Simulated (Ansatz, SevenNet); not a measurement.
# Enthalpy of formation of zinc-blende BAs at several levels of theory

No measured value is used here.

```tsv
level (code)	value (eV/atom)
SevenNet-0 (SevenNet)	-0.046
LDA (Ansatz)	-0.041
PBE (Ansatz)	-0.027
PBE-D3(BJ) (Ansatz)	-0.042
PBE-D4 (Ansatz)	-0.062
rVV10 (Ansatz)	0.013
r²SCAN (Ansatz)	-0.102
r²SCAN-D4 (Ansatz)	-0.126
PBE0 (Ansatz)	-0.111
```

SevenNet-0, LDA, PBE, PBE-D3(BJ), PBE-D4, rVV10, r²SCAN, r²SCAN-D4, PBE0: an element's reference phase differs from the standard state of thermochemical tables. PBE0: hybrids on metals are sensitive to the k mesh and can open a false gap. Values are at the level's own equilibrium cell; PBE0 at the r²SCAN cell. Ansatz's density-functional and Hartree–Fock values are scalar-relativistic unless marked +SOC, with PAW data made under PBE.

Machine-learned potentials (SevenNet-0) are trained on DFT data, which may include these solids.

Ansatz is a program for electronic structure.
